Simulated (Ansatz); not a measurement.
HGe–AsH, quartet: the ladder up to UCCSDT(Q)

Geometry: a PBE0/def2-TZVP stationary point for this spin, not checked as a minimum.

```xyz
4

Ge    0.0000   -0.0572    1.2668
As    0.0000    0.0573   -1.2364
H     0.0000    1.3231    1.9915
H     0.0000   -1.4609   -1.3830
```

Basis cc-pVTZ; Ansatz 0.2.0. Correlated methods freeze the noble-gas cores and the filled d shells of p-block atoms, which leaves 11 electrons in 86 orbitals. R marks a restricted (for open shells ROHF) determinant, U an unrestricted one. Active spaces: valence = (11e, 10o) chosen from the atoms' valence shells. No spin–orbit coupling is included, and no scalar relativity.

Full CI isn't at hand for all of this; UCCSDT(Q) serves as the reference, and is uncertain by about the last step of the cluster series. The frozen core follows each run's orbitals, which can shift R against U totals by a few meV for light atoms and by up to 0.1 eV past Ca.

The UHF ⟨S²⟩ is 3.787, the T1 diagnostic (RCCSD) is 0.0290 and the largest doubles amplitude (RCCSD) is 0.051. The T1 diagnostic (UCCSD) is 0.0198.

```tsv
level	E − E(UCCSDT(Q)) (kJ/mol)	share of correlation (%)	wall time
UHF	618.6	3.44	–
UMP2	122.9	80.81	–
UCCSD	29.3	95.43	–
UCCSD(T)	5.2	99.20	15 s (H100)
UCCSDT	1.2	99.81	–
```

The correlation energy at UCCSDT(Q), counted from RHF, is -6.640 eV. That run took 23 s on 2 threads of AMD EPYC 7R13 with a shared H100 80 GB, shared host.

Run but not shown, since their state or frozen core can't be matched to the reference's or they repeat it: RHF, RMP2, RCCSD, RCCSD(T), BCCD(T), RCCSDT, RCCSDT(Q), CASSCF (valence space), NEVPT2 (valence space), MRCISD (valence space), MRCISD+Q (valence space).

Times hold each run's SCF and search for its determinant on a shared host, so for small cases they say little of a method's own cost.

Natural occupations of CASSCF (valence space) about the gap: 1.977 1.967 1.957 1.004 1.002 0.998 0.042 0.035 0.024; effectively unpaired electrons, Σ n²(2−n)², 3.03.
